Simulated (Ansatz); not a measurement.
A structure relaxed at PBE0-D4/def2-TZVP, charge 0, multiplicity 1:

```xyz
12

C     0.9067    0.9103   -0.3337
C     0.1915   -0.1327    0.5053
O     0.8410   -1.3861    0.4503
C    -1.2651   -0.2790    0.1286
F    -1.3586   -0.7120   -1.1886
H     1.9558    0.9648   -0.0409
H     0.8549    0.6530   -1.3944
H     0.4569    1.8978   -0.2031
H     0.2189    0.1642    1.5599
H     0.7452   -1.7209   -0.4471
H    -1.7987    0.6728    0.2082
H    -1.7486   -1.0323    0.7556
```

Q: Give its formula and SMILES.

A: C3H7FO, `CC(O)CF`.

Q: Summarise the bond lengths by kind.

A: 2 × C–C 1.512 to 1.518 Å; 6 × C–H 1.091 to 1.096 Å; 1 × C–O 1.413 Å; 1 × H–O 0.963 Å; 1 × C–F 1.390 Å.

Program: Ansatz 0.2.0.
